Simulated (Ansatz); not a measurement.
Cartesian coordinates in Å:
```
F -1.5152 2.1098 -0.0744
C -1.4991 0.9134 0.6189
O -0.2328 0.4173 0.7164
C 0.3120 -0.0475 -0.4997
C 1.5037 -0.9120 -0.2047
Cl 1.0429 -2.4445 0.5753
H -1.8541 1.1085 1.6317
H -2.1667 0.2318 0.0752
H -0.4417 -0.6128 -1.0629
H 0.6373 0.8000 -1.1160
H 2.1908 -0.4017 0.4693
H 2.0228 -1.1625 -1.1291
```

Charge 0, multiplicity 1.

Task: List the ωB97M-V/def2-TZVPP orbital energies in eV (Ansatz). (Best estimate.)

Result: The calculation gave: Occupied: -2771.82, -677.35, -526.99, -284.93, -283.38, -283.25, -262.18, -199.72, -199.50, -199.50, -36.51, -32.74, -26.92, -24.16, -21.83, -20.17, -17.80, -17.49, -17.30, -15.99, -15.07, -14.75, -13.79, -13.61, -12.93, -11.98, -11.17, -10.89, -10.78. Lowest empty: 2.60, 3.24, 3.40, 4.00, 4.09, 4.33, 4.67, 4.87.
